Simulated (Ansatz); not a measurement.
```yaml
crystal:
  periodic: [false, false, false]
  atoms:
    - {symbol: N, position_ang: [0.665395, -2.097739, 1.283870]}
    - {symbol: C, position_ang: [0.379941, -1.053534, 0.889784]}
    - {symbol: C, position_ang: [0.031150, 0.238778, 0.427198]}
    - {symbol: C, position_ang: [-0.232854, 0.449876, -0.856779]}
    - {symbol: F, position_ang: [-0.558949, 1.650018, -1.300070]}
    - {symbol: H, position_ang: [-0.158146, -0.305912, -1.583561]}
    - {symbol: H, position_ang: [-0.208146, -0.305912, -1.633561]}
basis:
  gaussian: {orbitals: 6-31G, point_charges: [{charge: 1.00, position_ang: [4.836, -0.330, -0.826]}]}
hamiltonian: {xc: {name: wB97}}
output: {forces: true}
```

```sh
$ ansatz run in.yaml --threads 2 --pin off --events-out ev --progress --plain --max-ram 4352MiB
```

Output, abridged:

```
Functional definition: wB97
651 factors; integrals over basis functions are off by at most 1.9e-4 eV
252 factors; integrals over basis functions are off by at most 8.2e-6 eV
mean field evaluation 1: about -7169.7544 eV, gradient 4.8e1 eV
mean field evaluation 2: about -7166.9866 eV, gradient 6.3e1 eV
mean field evaluation 4: about -7176.0040 eV, gradient 4.0e0 eV
mean field evaluation 8: about -7176.0732 eV, gradient 1.8e-1 eV
mean field evaluation 16: about -7176.0734 eV, gradient 1.2e-4 eV
mean field -7176.07340861 eV, -263.7158336490 hartree, gradient 5.8e-5 eV, S^2 0.000000; 0 other end points of the search recorded, 0 dependent functions left out
reference -7176.07340387 eV, -263.7158334748 hartree; 18, 18 occupied and 31, 31 virtual orbitals, 651 factors
Total energy: -7176.07340387 eV, -263.7158334748 hartree
Atom 0 at     0.665395    -2.097739     1.283870 Å, force     0.888114    -2.573892     1.083787 eV/Å
Atom 1 at     0.379941    -1.053534     0.889784 Å, force    -0.733346     2.405495    -1.019219 eV/Å
Atom 2 at     0.031150     0.238778     0.427198 Å, force    -0.032464    -1.190092    -1.643791 eV/Å
Atom 3 at    -0.232854     0.449876    -0.856779 Å, force     0.731425     6.743405    12.858734 eV/Å
Atom 4 at    -0.558949     1.650018    -1.300070 Å, force    -0.692382     1.109806    -3.084617 eV/Å
Atom 5 at    -0.158146    -0.305912    -1.583561 Å, force  2018.796040    -1.883087  2014.218512 eV/Å
Atom 6 at    -0.208146    -0.305912    -1.633561 Å, force -2019.005067    -4.592858 -2022.524403 eV/Å
Dipole moment:    -0.280711     0.091785    -1.063753 e Å
```

In this input one atom was put on top of another. The calculation finished and met its thresholds. The result belongs to that input, not to the molecule as meant.
